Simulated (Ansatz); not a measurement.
Cartesian coordinates in Å:
```
C -0.869 -1.275 -0.514
C -0.843 -0.158 0.456
F -1.956 -0.145 1.212
C 0.069 0.779 0.677
C 1.350 0.900 -0.057
F 1.334 2.015 -0.891
H -0.916 -2.231 0.014
H 0.003 -1.271 -1.164
H -1.767 -1.197 -1.133
H -0.144 1.517 1.443
H 1.556 0.027 -0.679
H 2.185 1.039 0.636
```

Charge 0, multiplicity 1.

Question: List the ωB97M-V/def2-TZVPP orbital energies in eV (the Gaussian-basis code of Ansatz). (An estimate is asked.)

Answer: The calculation gave: Occupied: -677.99, -677.02, -284.20, -283.66, -281.92, -281.56, -37.15, -35.93, -25.74, -23.64, -21.73, -18.92, -17.49, -16.75, -16.54, -16.10, -15.77, -14.86, -14.22, -13.92, -13.21, -12.39, -12.11, -9.79. Lowest empty: 2.12, 2.70, 3.56, 3.79, 4.50, 4.73, 5.04, 5.27.
